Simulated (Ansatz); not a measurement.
Input for Ansatz (development build ahead of 0.2.0):

```yaml
crystal:
  periodic: [false, false, false]
  atoms:
    - { symbol: C, position_ang: [-0.1278, 0.06958, -0.09054] }
    - { symbol: H, position_ang: [0.7608, 0.71077, -0.17516] }
    - { symbol: H, position_ang: [-0.17908, -0.89248, -0.62565] }
    - { symbol: H, position_ang: [-0.69096, 0.15207, 0.85416] }
    - { symbol: H, position_ang: [1.37219, -0.74964, 1.04562] }
basis:
  gaussian: { orbitals: def2-SVP }
total_charge: 1
magnetization:
  spin_polarized: true
  initial_magnetization: 1
hamiltonian:
  xc: hf
correlation:
  method: mp2
  frozen_orbitals: { C: 1, H: 0 }
output:
  forces: true
```

The input is written out in the form of the current development build from the run's settings.

Output:

* Converged: yes
* Reference energy: -39.69602 hartree
* Correlation energy: -0.11444 hartree
* Total energy: -39.81046 hartree
* Spin squared of the determinant: 0.754
* Stability test: minimum

Forces (eV/Å):
```
atom      Fx      Fy      Fz
  C1   2.252  -1.846   2.521
  H2  -0.587   0.631  -0.920
  H3  -0.516   0.594  -0.677
  H4  -0.674   0.489  -0.639
  H5  -0.475   0.133  -0.285
```

Caution: bonds are stretched, where a single reference can fail.
